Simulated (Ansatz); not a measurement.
`[AlH]` + Cl• → Al• + HCl  (hydrogen abstraction from the Al–H bond)

Isolated molecules relaxed with PBE0-D4/def2-TZVP in Ansatz; ΔE leaves out vibrations. CCSD(T)/CBS is frozen-core, at the limit of the def2 triple- and quadruple-zeta sets. Functionals use def2-TZVPP. No spin–orbit coupling; open shells (•) take unrestricted orbitals. Spin–orbit coupling would lower the free atoms: a little for Al, Cl.

CCSD(T)/CBS gives -140.9 kJ/mol.

(1) Another level gave -135.1 kJ/mol. Which?
A. PBE/def2-TZVPP
B. LC-ωPBE/def2-TZVPP
C. CCSD(T)/def2-TZVPP
D. PBE0/def2-TZVPP

(2) What do rigid-rotor, harmonic-oscillator terms from PBE0-D4/def2-TZVP frequencies (298.15 K, 1 bar) make of the CCSD(T)/CBS value? (Best estimate.)

Largest T1 diagnostic among the species: 0.018.

## Answers

(1) C. CCSD(T)/def2-TZVPP -135.1, LC-ωPBE -143.6, PBE0 -149.6, PBE -154.3 kJ/mol.

(2) Computed: ΔZPE = +8.1 kJ/mol, ΔH = -132.8 kJ/mol, ΔS = -4 J/(mol·K), ΔG = -131.5 kJ/mol. Open shells count their whole term as degenerate.

At CCSD(T), def2-SVP lies +21.6 kJ/mol from the extrapolated value and def2-TZVPP +5.8 kJ/mol. From PBE to PBE0 (25 % exact exchange), in def2-TZVPP and without D4, ΔE moves by +4.7 kJ/mol.

CCSD(T)/CBS has its own doubt, a few kJ/mol and more with outer-core shells, so smaller differences from it don't rank the levels.
